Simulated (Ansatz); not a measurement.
The first iterations of a band of H₄O₂Si (7 atoms, charge 0, multiplicity 1).

Computed with Ansatz 0.2.0, RKS PBE-D4/def2-SVP.

* movable images: 6
* climbing image: no
* spring: 5.0 eV/Å²
* optimiser: quadratic models (default)
* start path: through a guess of the saddle point
* force threshold: 0.03 eV/Å
* iteration limit: 60
* end points: relaxed

Image 0:

```xyz
7
Properties=species:S:1:pos:R:3
Si 0.151 -0.046 0.101
H 0.009 0.135 1.595
H 1.563 0.018 -0.368
O -0.630 1.209 -0.690
H -1.506 1.452 -0.345
O -0.398 -1.575 -0.317
H -1.184 -1.889 0.162
```

Image 7:

```xyz
7
Properties=species:S:1:pos:R:3
Si -1.897 -0.381 -0.988
H 1.416 -0.199 0.956
H 2.087 0.049 1.245
O -1.524 1.253 -0.912
H -0.754 1.481 -0.350
O -0.662 -0.966 0.032
H -0.661 -1.934 0.155
```

| iteration | highest image above the first end (eV) | largest band force component (eV/Å) |
| --- | --- | --- |
| 1 | 179.367 | 972.683 |
| 2 | 60.920 | 188.642 |
| 3 | 31.751 | 170.422 |
| 4 | 19.271 | 101.230 |
| 5 | 21.588 | 64.781 |
| 6 | 31.160 | 109.748 |
| 7 | 21.875 | 75.312 |
| 8 | 17.081 | 60.983 |
| 9 | 11.483 | 33.882 |
| 10 | 7.265 | 15.353 |
| 11 | 4.640 | 6.061 |
| 12 | 3.357 | 4.472 |
| 13 | 2.817 | 3.686 |
| 14 | 2.563 | 2.995 |
| 15 | 2.242 | 3.010 |
| 16 | 1.833 | 1.555 |
| 17 | 2.015 | 1.277 |
| 18 | 2.074 | 1.259 |
| 19 | 2.074 | 3.636 |
| 20 | 2.101 | 1.558 |

Question: Does the band converge within its limit, and where does its top end?

Answer: The run ended unconverged. It ended after 60 iterations with the highest image 3.012 eV above the first end. The band didn't meet its force threshold, so its energies are provisional: the largest band force was still 0.07 eV/Å, and over the last iterations the top moved between 3.01 and 3.20 eV. Neighbouring images lie up to 2.2 Å apart, so the band is torn or far too coarse. The orbitals stay closed-shell, which can raise the energy where a bond breaks towards radicals; this wasn't checked here.

The run took 6.2 min on 1 thread of Arm Neoverse V2, on a shared host, peak memory 0.1 GiB.
